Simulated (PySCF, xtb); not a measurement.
# CH3BMg: where a starting geometry ends

The starting geometry of this gas-phase triplet was built from a drawn formula by distance geometry and a force field; its bonds are those of `[BH2][Mg][CH]`.

```yaml
atoms:
  - { symbol: C, position_ang: [-2.0692, -1.2134, -2.6921] }
  - { symbol: B, position_ang: [0.7140, -2.1142, 0.6178] }
  - { symbol: Mg, position_ang: [-0.7084, -1.6455, -1.1109] }
  - { symbol: H, position_ang: [0.6878, -1.4235, 1.6095] }
  - { symbol: H, position_ang: [1.4390, -2.9794, 0.5019] }
  - { symbol: H, position_ang: [-1.5159, -1.3095, -3.6885] }
```

Question: Predict what it relaxes into with r2SCAN-D4/def2-SVP.

Answer: It keeps its bonds, and is `[BH2][Mg][CH]`.

The energy falls by 0.60 eV over 16 steps:

```json
{"step": "1", "E − E(last) (eV)": "0.603"}
{"step": "3", "E − E(last) (eV)": "0.145"}
{"step": "4", "E − E(last) (eV)": "0.055"}
{"step": "6", "E − E(last) (eV)": "0.001"}
{"step": "8", "E − E(last) (eV)": "0.150"}
{"step": "9", "E − E(last) (eV)": "0.000"}
{"step": "11", "E − E(last) (eV)": "0.000"}
{"step": "13", "E − E(last) (eV)": "0.000"}
{"step": "14", "E − E(last) (eV)": "0.000"}
{"step": "16", "E − E(last) (eV)": "0.000"}
```

Final geometry (Å):

```yaml
atoms:
  - { symbol: C, position_ang: [-1.6575, -1.3050, -2.8787] }
  - { symbol: B, position_ang: [0.6921, -2.0984, 0.6480] }
  - { symbol: Mg, position_ang: [-0.5529, -1.6787, -1.2160] }
  - { symbol: H, position_ang: [0.6338, -1.4334, 1.6636] }
  - { symbol: H, position_ang: [1.4882, -3.0132, 0.7335] }
  - { symbol: H, position_ang: [-2.2526, -1.1038, -3.7810] }
```

From the same start GFN2-xTB ends elsewhere, differing in C1–B2 (1.46 against 4.31 Å here), B2–Mg3 (2.85 against 2.28 Å here).

The end wasn't checked by frequencies. Open shells are spin-unrestricted. The triplet needn't be the ground state. Run with PySCF 2.14.0, 2.6 min on 2 threads of Arm Neoverse N1, on a shared host.
